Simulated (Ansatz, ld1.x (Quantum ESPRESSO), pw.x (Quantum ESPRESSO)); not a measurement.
Li: one change to the RRKJ potential, in the atom and in the fcc crystal

```
Element                 : lithium
Generator               : ld1.x (Quantum ESPRESSO) 7.5
Type                    : norm-conserving RRKJ (Kleinman–Bylander form)
Functional              : PBEsol
Relativity              : scalar-relativistic
Frozen core             : [He]
Valence charge          : 1
Reference configuration : 2s1 2p0
Partial waves           : 2p (bound, empty): rc 4.20 bohr; 3d channel at 0.4 Ry: rc 3.40 bohr; 2s (bound): rc 2.00 bohr
Local potential         : the s channel
Core correction         : Bessel-smoothed model core, default radius (core density twice the valence density)
```

Change: all radii but the core radius scaled by about 0.97 (s 1.94, p 4.06, d 3.28 bohr).

Cutoffs, loose and tight: the cutoffs (Ry, on a coarse ladder) from which the occupation-weighted sum of valence levels, in a spherical-Bessel basis at the reference potential, stays within 10 and 1 mRy of its value at 400 Ry. They do not see the model core or the augmentation charge, which bear on the density cutoff. Test errors are all-electron minus pseudo excitation energies from the reference, over the configurations 2s0.5 2p0; 2s0 2p1; variants that change the core or the reference have their own tests.

Crystal test: fcc Li in pw.x 7.5, no spin, 13³ k-points, Fermi–Dirac smearing 0.01 Ry, cutoffs set for each file from its atomic test. The reference is all-electron LAPW (Ansatz 0.2.0) with the same functional, mesh and smearing; V0 and B0 come from Birch–Murnaghan fits to the pressures at five volumes. Errors are pseudo minus all-electron; Δ is the rms difference of the E(V) curves that follow from these fits, minima aligned, over ±6 % about the mean V0. Mesh and smearing are coarse, so the numbers serve the comparison and aren't converged zero-temperature values; the lattice is a test structure that the element need not adopt.

All-electron: a0 = 4.327 Å (V0 = 20.25 Å³/atom), B0 = 13.5 GPa.

Question: Does the change bring the crystal closer to the all-electron result?

Answer: The mean pressure error goes from -0.71 to -0.62 GPa, so the change moves the solid closer to the all-electron pressures. Neither pressure curve crosses zero within the volumes sampled, so no fits are given.

```json
{"quantity": "outcome (atom)", "base": "generated", "changed": "generated"}
{"quantity": "cutoff, loose (atom)", "base": "6 Ry", "changed": "6 Ry"}
{"quantity": "cutoff, tight (atom)", "base": "6 Ry", "changed": "8 Ry"}
{"quantity": "bound ghosts (atom)", "base": "none", "changed": "none"}
{"quantity": "largest test error (meV) (atom)", "base": "-8.6", "changed": "-7.7"}
{"quantity": "cutoffs in pw.x (Ry)", "base": "50/200", "changed": "50/200"}
{"quantity": "mean pressure error (GPa)", "base": "-0.71", "changed": "-0.62"}
```

Base: The largest radius (4.20 bohr) exceeds half the bond length (2.89 bohr), so the spheres overlap, which is one possible source of error among others. This is a poor potential for the solid. Changed file: The largest radius (4.06 bohr) exceeds half the bond length (2.89 bohr), so the spheres overlap, which is one possible source of error among others. This is a poor potential for the solid. The atomic cutoffs weigh occupied waves only.
